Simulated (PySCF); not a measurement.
Molecule: `O=[PH](C)C`, C₂H₇OP.

Molfile (atoms numbered from 1):
```
C2H7OP
     RDKit          3D

 11 10  0  0  0  0  0  0  0  0999 V2000
   -1.3996    0.3260    0.2732 C   0  0  0  0  0  0  0  0  0  0  0  0
    0.3449    0.7003   -0.0601 P   0  0  0  0  0  5  0  0  0  0  0  0
    1.1613   -0.9147   -0.2021 C   0  0  0  0  0  0  0  0  0  0  0  0
    0.9807    1.6501    0.9022 O   0  0  0  0  0  0  0  0  0  0  0  0
   -1.8275   -0.3420   -0.4891 H   0  0  0  0  0  0  0  0  0  0  0  0
   -1.9620    1.2704    0.2938 H   0  0  0  0  0  0  0  0  0  0  0  0
   -1.4774   -0.1450    1.2644 H   0  0  0  0  0  0  0  0  0  0  0  0
    0.3034    1.1346   -1.4233 H   0  0  0  0  0  0  0  0  0  0  0  0
    2.2121   -0.7555   -0.4829 H   0  0  0  0  0  0  0  0  0  0  0  0
    1.1363   -1.4119    0.7791 H   0  0  0  0  0  0  0  0  0  0  0  0
    0.6728   -1.5540   -0.9527 H   0  0  0  0  0  0  0  0  0  0  0  0
  1  2  1  0
  2  3  1  0
  2  4  2  0
  1  5  1  0
  1  6  1  0
  1  7  1  0
  2  8  1  0
  3  9  1  0
  3 10  1  0
  3 11  1  0
M  END
```

Geometry PBE0-D3(BJ)/def2-SVP throughout; GIAO in PySCF 2.14.0 with density-fitted response routines, gas phase, one conformer, non-relativistic; equivalent atoms averaged; functional PBE0.

(1) How do the shifts δ (against TMS, H3PO4, H2O at the same level) depend on the basis set? (ppm; last column core-seconds on 1 thread of an Arm Neoverse V2, shared host)

(2) Which nucleus moves most, in ppm?

(3) Taking the largest basis, cc-pVTZ (222 functions), as the yardstick, rank the others by their worst heavy-atom deviation.

## Answers

(1) 
```csv
basis set,functions,C1/C3,P2,O4,H8,H5/H6/H7/H9/H10/H11,core-s
pcSseg-0,54,19.9,-87.8,100.8,7.78,1.24,2.6
cc-pVDZ,95,18.0,-14.5,100.5,7.16,1.08,4.7
aug-cc-pVDZ,159,18.5,-28.7,81.2,7.42,1.33,8.7
IGLO-III,219,19.0,-8.8,94.1,7.53,1.27,13
cc-pVTZ,222,18.2,-20.6,97.1,7.39,1.24,14
```

(2) P2 (phosphorus bonded to 2 C, O, H): from -87.8 ppm with pcSseg-0 to -8.8 ppm with IGLO-III. The smallest spread is 0.25 ppm, at H5/H6/H7/H9/H10/H11. Proton shifts span only some 12 ppm, so a few tenths of a ppm matter as much there as several ppm in carbon.

(3) cc-pVDZ 6.1 ppm (95 functions), IGLO-III 11.8 ppm (219 functions), aug-cc-pVDZ 15.9 ppm (159 functions), pcSseg-0 67.2 ppm (54 functions).

A small basis that lands close on one nucleus may do so by chance; judge by the trend and by all nuclei.
